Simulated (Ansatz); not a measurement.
Molecule: NH₂, charge -1, multiplicity 1. Whether it binds its extra electron was not tested at this geometry. 
Coordinates optimised at B3LYP-D3(BJ)/def2-TZVP (Ansatz, an electronic-structure program):
```
N
H 1 1.0353
H 1 1.0353 2 100.42
```
Charge -1, spin multiplicity 1.

Basis-set convergence of Hartree-Fock and CCSD(T) correlation energies (hartree) with Ansatz. Correlated levels leave the core frozen unless marked. Spin-orbit coupling is left out. Non-relativistic.

```tsv
basis	functions	E(HF)	E(corr, CCSD(T))
aug-cc-pVDZ	41	-55.53558	-0.23619
aug-cc-pVTZ	92	-55.54792	-0.27633
aug-cc-pVQZ	172	-55.55129	-0.28784
```

Extrapolating the two largest sets (X = 3 and 4) as X^-3: E(corr) = (64·(-0.28784) - 27·(-0.27633))/37 = -0.2962 Eh, an estimate of the basis-set limit. The largest set recovers 97.2 % of it, the smallest 79.7 %.
